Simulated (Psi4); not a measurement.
C4H5, doublet, geometry from GFN2-xTB; HF/pcseg-1 (Psi4 1.11).

Here is a job for Psi4.
```
memory 2 GB

molecule mol {
0 2
  C    -0.011048    1.152992    0.292681
  C     0.006069   -1.071617    0.362843
  C     0.777923    0.051757   -0.247030
  C    -0.775309    0.039481   -0.257303
  H    -0.016569    2.162854   -0.079261
  H    -0.000459   -1.149501    1.442906
  H     0.016990   -2.032726   -0.139902
  H     1.484404    0.003521   -1.055676
  H    -1.470182   -0.019829   -1.075216
}

set basis pcseg-1
set reference uhf

energy('scf')
print_variables()
```

Question: Write the output that Psi4 gives for this input, abridged.

Answer: 
```
   => Loading Basis Set <=

    Name: PCSEG-1
    Role: ORBITAL
    Keyword: BASIS

         ---------------------------------------------------------
                                   SCF
               by Justin Turney, Rob Parrish, Andy Simmonett
                          and Daniel G. A. Smith
                              UHF Reference
         ---------------------------------------------------------

  ==> Geometry <==

    Molecular point group: c1
    Full point group: C1

    Geometry (in Angstrom), charge = 0, multiplicity = 2:

       Center              X                  Y                   Z               Mass
    ------------   -----------------  -----------------  -----------------  -----------------
         C           -0.010782441138     1.133618174363     0.275711554763    12.000000000000
         C            0.006334558862    -1.090990825637     0.345873554763    12.000000000000
         C            0.778188558862     0.032383174363    -0.263999445237    12.000000000000
         C           -0.775043441138     0.020107174363    -0.274272445237    12.000000000000
         H           -0.016303441138     2.143480174363    -0.096230445237     1.007825032230
         H           -0.000193441138    -1.168874825637     1.425936554763     1.007825032230
         H            0.017255558862    -2.052099825637    -0.156871445237     1.007825032230
         H            1.484669558862    -0.015852825637    -1.072645445237     1.007825032230
         H           -1.469916441138    -0.039202825637    -1.092185445237     1.007825032230

  Running in c1 symmetry.

  Rotational constants: A =      0.61936  B =      0.34753  C =      0.28552 [cm^-1]
  Rotational constants: A =  18567.92229  B =  10418.58381  C =   8559.67359 [MHz]
  Nuclear repulsion =  108.897973433605358

  Charge       = 0
  Multiplicity = 2
  Electrons    = 29
  Nalpha       = 15
  Nbeta        = 14

  ==> Algorithm <==

  SCF Algorithm Type is DF.
  DIIS enabled.
  MOM disabled.
  Fractional occupation disabled.
  Guess Type is SAD.
  Energy threshold   = 1.00e-06
  Density threshold  = 1.00e-06
  Integral threshold = 1.00e-12

  ==> Primary Basis <==

  Basis Set: PCSEG-1
    Blend: PCSEG-1
    Number of shells: 39
    Number of basis functions: 81
    Number of Cartesian functions: 85
    Spherical Harmonics?: true
    Max angular momentum: 2

   => Loading Basis Set <=

    Name: (PCSEG-1 AUX)
    Role: JKFIT
    Keyword: DF_BASIS_SCF

  ==> Integral Setup <==

  SCF_SUBTYPE=INCORE selected. In-core MEM_DF algorithm will be used.
  Using in-core AOs.

  ==> MemDFJK: Density-Fitted J/K Matrices <==

    J tasked:                   Yes
    K tasked:                   Yes
    wK tasked:                   No
    Algorithm:                 Core
    Schwarz Cutoff:           1E-12
    Mask sparsity (%):       0.3963
    Fitting Condition:        1E-10

   => Auxiliary Basis Set <=

  Basis Set: (PCSEG-1 AUX)
    Blend: DEF2-UNIVERSAL-JKFIT
    Number of shells: 130
    Number of basis functions: 390
    Number of Cartesian functions: 456
    Spherical Harmonics?: true
    Max angular momentum: 4

  Minimum eigenvalue in the overlap matrix is 3.3467409012E-03.
  Reciprocal condition number of the overlap matrix is 5.2900177323E-04.
    Using symmetric orthogonalization.

  ==> Pre-Iterations <==

  SCF Guess: Superposition of Atomic Densities via on-the-fly atomic UHF (no occupation information).

   -------------------------
    Irrep   Nso     Nmo
   -------------------------
     A         81      81
   -------------------------
    Total      81      81
   -------------------------

  ==> Iterations <==

                           Total Energy        Delta E     RMS |[F,P]|

   @DF-UHF iter SAD:  -154.04277666510237   -1.54043e+02   0.00000e+00
   @DF-UHF iter   1:  -154.09393513581040   -5.11585e-02   4.52203e-03 DIIS/ADIIS
   @DF-UHF iter   2:  -154.17070961029481   -7.67745e-02   2.10168e-03 DIIS/ADIIS
   @DF-UHF iter   3:  -154.18677240636390   -1.60628e-02   5.01607e-04 DIIS/ADIIS
   @DF-UHF iter   4:  -154.18894168464075   -2.16928e-03   1.63329e-04 DIIS/ADIIS
   @DF-UHF iter   5:  -154.18934666365985   -4.04979e-04   1.08123e-04 DIIS/ADIIS
   @DF-UHF iter   6:  -154.18954289899600   -1.96235e-04   4.37341e-05 DIIS
   @DF-UHF iter   7:  -154.18958669052350   -4.37915e-05   2.01648e-05 DIIS
   @DF-UHF iter   8:  -154.18959419039936   -7.49988e-06   1.02037e-05 DIIS
   @DF-UHF iter   9:  -154.18959589388990   -1.70349e-06   4.60875e-06 DIIS
   @DF-UHF iter  10:  -154.18959622300162   -3.29112e-07   1.38381e-06 DIIS
   @DF-UHF iter  11:  -154.18959624904187   -2.60403e-08   5.92608e-07 DIIS
  Energy and wave function converged.

  ==> Post-Iterations <==

   @Spin Contamination Metric:   8.263673804E-03
   @S^2 Expected:                7.500000000E-01
   @S^2 Observed:                7.582636738E-01
   @S   Expected:                5.000000000E-01
   @S   Observed:                5.000000000E-01

    Orbital Energies [Eh]
    ---------------------

    Alpha Occupied:

       1A    -11.244378     2A    -11.243612     3A    -11.241224
       4A    -11.237696     5A     -1.235985     6A     -0.938793
       7A     -0.817222     8A     -0.773599     9A     -0.711558
      10A     -0.593943    11A     -0.552986    12A     -0.489436
      13A     -0.477749    14A     -0.465269    15A     -0.289664

    Alpha Virtual:

      16A      0.163351    17A      0.198738    18A      0.200115
      19A      0.209616    20A      0.213214    21A      0.240130
      22A      0.328611    23A      0.346065    24A      0.349407
      25A      0.372626    26A      0.549635    27A      0.575267
      28A      0.579529    29A      0.640510    30A      0.690188
      31A      0.726431    32A      0.734862    33A      0.753115
      34A      0.789821    35A      0.829027    36A      0.843534
      37A      0.852177    38A      0.867897    39A      0.897015
      40A      0.942364    41A      0.957769    42A      1.012892
      43A      1.172745    44A      1.220580    45A      1.270276
      46A      1.333329    47A      1.670640    48A      1.680890
      49A      1.800917    50A      1.827423    51A      1.878538
      52A      1.931197    53A      1.983662    54A      2.011618
      55A      2.154506    56A      2.203144    57A      2.220588
      58A      2.267821    59A      2.289350    60A      2.303902
      61A      2.408614    62A      2.420274    63A      2.442498
      64A      2.514738    65A      2.584999    66A      2.594170
      67A      2.630932    68A      2.701227    69A      2.717722
      70A      2.827850    71A      2.844655    72A      2.964790
      73A      3.032082    74A      3.124634    75A      3.218654
      76A      3.304097    77A      3.374206    78A      3.546856
      79A      3.597532    80A      3.750633    81A      3.914601

    Beta Occupied:

       1A    -11.242112     2A    -11.241480     3A    -11.238031
       4A    -11.217029     5A     -1.222497     6A     -0.916692
       7A     -0.806351     8A     -0.739821     9A     -0.701001
      10A     -0.589410    11A     -0.539197    12A     -0.474651
      13A     -0.459300    14A     -0.386566

    Beta Virtual:

      15A      0.126283    16A      0.170709    17A      0.201496
      18A      0.207568    19A      0.217087    20A      0.231762
      21A      0.244750    22A      0.331078    23A      0.354039
      24A      0.359875    25A      0.392894    26A      0.562061
      27A      0.582659    28A      0.605386    29A      0.669229
      30A      0.705736    31A      0.741591    32A      0.759296
      33A      0.777773    34A      0.802849    35A      0.842671
      36A      0.854252    37A      0.859306    38A      0.873980
      39A      0.907022    40A      0.947122    41A      0.968436
      42A      1.039726    43A      1.198663    44A      1.224078
      45A      1.274498    46A      1.349117    47A      1.678630
      48A      1.705031    49A      1.806682    50A      1.833603
      51A      1.888479    52A      1.959476    53A      2.003854
      54A      2.019283    55A      2.164772    56A      2.211448
      57A      2.223347    58A      2.275012    59A      2.294288
      60A      2.328267    61A      2.411426    62A      2.429046
      63A      2.453159    64A      2.524514    65A      2.597760
      66A      2.599414    67A      2.641054    68A      2.716536
      69A      2.738882    70A      2.834624    71A      2.848831
      72A      2.969173    73A      3.043562    74A      3.129432
      75A      3.223751    76A      3.310848    77A      3.376672
      78A      3.548189    79A      3.601962    80A      3.752164
      81A      3.922264

    Final Occupation by Irrep:
              A
    DOCC [    14 ]
    SOCC [     1 ]
    NA   [    15 ]
    NB   [    14 ]

  @DF-UHF Final Energy:  -154.18959624904187

   => Energetics <=

    Nuclear Repulsion Energy =            108.8979734336053582
    One-Electron Energy =                -422.0878930501835384
    Two-Electron Energy =                 159.0003233675363390
    Total Energy =                       -154.1895962490418697

  UHF NO Occupations:
  HONO-2 :   13  A 1.9995167
  HONO-1 :   14  A 1.9974207
  HONO-0 :   15  A 1.0000000
  LUNO+0 :   16  A 0.0025793
  LUNO+1 :   17  A 0.0004833
  LUNO+2 :   18  A 0.0004127
  LUNO+3 :   19  A 0.0003309

Computation Completed

Properties will be evaluated at   0.000000,   0.000000,   0.000000 [a0]

Properties computed using the SCF density matrix

 Multipole Moments:

 ------------------------------------------------------------------------------------
     Multipole            Electronic (a.u.)      Nuclear  (a.u.)        Total (a.u.)
 ------------------------------------------------------------------------------------

 L = 1.  Multiply by 2.5417464519 to convert [e a0] to [Debye]
 Dipole X            :         -0.0090651            0.0145418            0.0054767
 Dipole Y            :          0.8738548           -1.0617312           -0.1878763
 Dipole Z            :          0.3264136           -0.9299662           -0.6035525
 Magnitude           :                                                    0.6321417

 ------------------------------------------------------------------------------------

  Variable Map:
  ----------------------------------------------------------------------------
  "CURRENT ENERGY"           =>    -154.189596249042
  "CURRENT REFERENCE ENERGY" =>    -154.189596249042
  "DD SOLVATION ENERGY"      =>       0.000000000000
  "HF KINETIC ENERGY"        =>     154.456095655117
  "HF POTENTIAL ENERGY"      =>    -308.645691904159
  "HF TOTAL ENERGY"          =>    -154.189596249042
  "HF VIRIAL RATIO"          =>       1.998274594441
  "NUCLEAR REPULSION ENERGY" =>     108.897973433605
  "ONE-ELECTRON ENERGY"      =>    -422.087893050184
  "PCM POLARIZATION ENERGY"  =>       0.000000000000
  "PE ENERGY"                =>       0.000000000000
  "SCF ITERATION ENERGY"     =>    -154.189596249042
  "SCF ITERATIONS"           =>      11.000000000000
  "SCF TOTAL ENERGY"         =>    -154.189596249042
  "TWO-ELECTRON ENERGY"      =>     159.000323367536

  Array Variable Map:
  ----------------------------------------------------------------------------
  "CURRENT DIPOLE"           =>       0.005476689426 ... -0.603552549674 1 by 3
  "SCF DIPOLE"               =>       0.005476689426 ... -0.603552549674 1 by 3
  "SCF TOTAL ENERGIES"       =>    -154.042776665102 ... -154.189596249042 1 by 12
```
